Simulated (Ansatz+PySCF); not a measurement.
The numbers below are computed, except where a source is named.
A run of Ansatz (development build ahead of 0.2.0) on doublet CH4N at this shape:

```xyz
6

H     0.0246    0.8859   -1.1864
C    -0.1287    0.0000   -0.6777
N     0.2054    0.0000    0.6792
H     0.0246   -0.8859   -1.1864
H    -0.0630   -0.8329    1.1856
H    -0.0630    0.8329    1.1856
```

Its results:

```yaml
Converged: yes
Reference_energy: -94.62813 hartree
Correlation_energy: -0.36935 hartree
Total_energy: -94.99747 hartree
Spin_squared_of_the_determinant: 0.761
Stability_test: minimum
Occupied_orbitals_by_symmetry_in_an_Abelian_subgroup_alpha;_beta: 7 A' 2 A''; 6 A' 2 A''
```

Forces (eV/Å):
| atom | Fx | Fy | Fz |
| --- | --- | --- | --- |
| H1 | 0.215 | 1.614 | -0.850 |
| C2 | -0.383 | 0.000 | 1.899 |
| N3 | -0.099 | 0.000 | 0.055 |
| H4 | 0.215 | -1.614 | -0.850 |
| H5 | 0.025 | 0.186 | -0.127 |
| H6 | 0.025 | -0.186 | -0.127 |

**Question.** Which input gives this output? Name the method, the orbitals and the basis set, and write the input.

**Answer.** UHF-MP2 in cc-pVTZ.

```yaml
crystal:
  periodic: [false, false, false]
  atoms:
    - { symbol: H, position_ang: [0.0246, 0.88588, -1.18637] }
    - { symbol: C, position_ang: [-0.12866, 0.0, -0.67769] }
    - { symbol: "N", position_ang: [0.20536, 0.0, 0.6792] }
    - { symbol: H, position_ang: [0.0246, -0.88588, -1.18637] }
    - { symbol: H, position_ang: [-0.06295, -0.83289, 1.18562] }
    - { symbol: H, position_ang: [-0.06295, 0.83289, 1.18562] }
basis:
  gaussian: { orbitals: cc-pVTZ }
magnetization:
  spin_polarized: true
  initial_magnetization: 1
hamiltonian:
  xc: hf
correlation:
  method: mp2
  frozen_orbitals: { C: 1, H: 0, "N": 1 }
output:
  forces: true
```
